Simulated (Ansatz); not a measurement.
in.yaml

```yaml
crystal:
  periodic: [false, false, false]
  atoms:
    - {symbol: N, position_ang: [0.000000, 0.000000, 0.000000]}
    - {symbol: O, position_ang: [0.000000, 0.000000, 0.917000]}
basis:
  gaussian: {orbitals: 6-31G}
magnetization: {spin_polarized: false, initial_magnetization: 1}
correlation: {active_space: {window: {electrons: 1, orbitals: 3}}}
```

```sh
$ ansatz run in.yaml --threads 1 --pin off --events-out ev --progress --plain --max-ram 2393MiB
```

The program prints:

```
213 factors; integrals over basis functions are off by at most 7.5e-5 eV
mean field evaluation 1: about -3508.7483 eV, gradient 1.2e1 eV
mean field evaluation 2: about -3508.7921 eV, gradient 1.2e1 eV
mean field evaluation 4: about -3509.1186 eV, gradient 1.9e0 eV
mean field evaluation 8: about -3509.1244 eV, gradient 3.3e-4 eV
mean field evaluation 16: about -3509.1244 eV, gradient 1.8e-5 eV
mean field -3509.12437486 eV, -128.9579422062 hartree, gradient 4.7e-6 eV, S^2 0.750000; 2 other end points of the search recorded, 0 dependent functions left out
reference -3509.12437486 eV, -128.9579422062 hartree; 8, 7 occupied and 10, 11 virtual orbitals, 213 factors
state -3509.12437486 eV, -128.9579422062 hartree
Total energy: -3509.12437486 eV, -128.9579422062 hartree
```

Natural occupations: 1.0000 0.0000 0.0000.

Ran on 1 thread of Arm Neoverse V2, shared host: 0.12 s wall, 0.15 GiB peak host memory.
